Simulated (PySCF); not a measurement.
C-cyanomethanimine, C2H2N2.
SMILES: `[H]/N=C\C#N`

Computed with PySCF at wB97X-D/def2-SVPD, non-relativistic, on one gas-phase PBE0-D3(BJ)/def2-SVP geometry that isn't relaxed in the solvent. The solvent is an IEF-PCM continuum (cavity from Bondi-type radii × 1.2), and excitations are vertical TDDFT with non-equilibrium linear response and a frozen core. The model holds no explicit solvent molecules, cavitation or dispersion.

```
run  E − E(gas) (kJ/mol)  HOMO (eV)  HOMO–LUMO gap (eV)  dipole (D)  lowest singlet (eV)  static polarisability (au)
gas                 0.00     -11.08               10.42        1.44                 4.78                        36.0
  P               -13.11     -10.98               10.44        1.64                 4.79                        40.6
  Q               -25.18     -10.91               10.46        1.80                 4.83                        45.3
```

Q: The runs were made in benzene and dichloromethane. Which run belongs to which solvent?

A: P = benzene, Q = dichloromethane. The dielectric constants are 2.271 (benzene), 8.93 (dichloromethane), and the energy falls further as ε rises. The optical constants n² used for the excitations are 2.25, 2.03 in the same order. In this model the ground state sees the solvent through ε alone.

Q: How constant is the ratio of the lowering to (ε − 1)/(2ε + 1)?

A: 
| solvent | (ε − 1)/(2ε + 1) | E − E(gas) (kJ/mol) | ratio (kJ/mol) | polarisation term (kJ/mol) |
| --- | --- | --- | --- | --- |
| benzene | 0.229 | -13.11 | -57.2 | -14.16 |
| dichloromethane | 0.420 | -25.18 | -59.9 | -29.10 |

The ratio changes by +4.7 % in size from benzene to dichloromethane. The polarisation term is half the interaction of the solute with the induced surface charges.

On an Arm Neoverse V1 with one thread (shared host), this took 4.1 s wall. This is the whole response run at wB97X-D/def2-SVPD in dichloromethane, SCF included.

Note: wB97X-D ran without an empirical dispersion term, which enters the total energy and its gradient alone.
